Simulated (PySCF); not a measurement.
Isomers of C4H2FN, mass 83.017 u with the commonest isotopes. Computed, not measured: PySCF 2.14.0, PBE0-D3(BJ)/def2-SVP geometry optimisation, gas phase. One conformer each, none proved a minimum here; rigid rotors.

Question: Order these by rotational constant C, largest first.
A. `N#CC1=C(F)C1`
B. `C#C[C@@H](F)C#N`
C. `N#CC1=C[C@H]1F`

Answer: B (2014 MHz), C (1929 MHz), A (1800 MHz).

Question: Order these by rotational constant B, largest first.
A. `C(#N)C1[C@H](F)C=1`
B. `C#C[C@@H](F)C#N`
C. `N#CC1=C(F)C1`

Answer: B (2864 MHz), A (2237 MHz), C (2179 MHz).

Question: Order these by out-of-plane moment Σ m c² = (Ia + Ib − Ic)/2, largest first.
A. `C#C[C@@H](F)C#N`
B. `N#CC1=C[C@H]1F`
C. `N#CC1=C(F)C1`

Answer: B (7.10 u·Å²), A (6.36 u·Å²), C (1.72 u·Å²).

```tsv
SMILES	point group	Ia (u·Å²)	Ib (u·Å²)	Ic (u·Å²)	κ	μa (D)	μb (D)	μc (D)
N#CC1=C(F)C1	Cs	52.36	231.92	280.84	-0.90	3.17	1.47	0.00
N#CC1=C[C@H]1F	C1	50.33	225.88	262.01	-0.92	2.33	2.59	0.63
C#C[C@@H](F)C#N	C1	87.17	176.48	250.94	-0.55	3.05	0.04	1.45
```
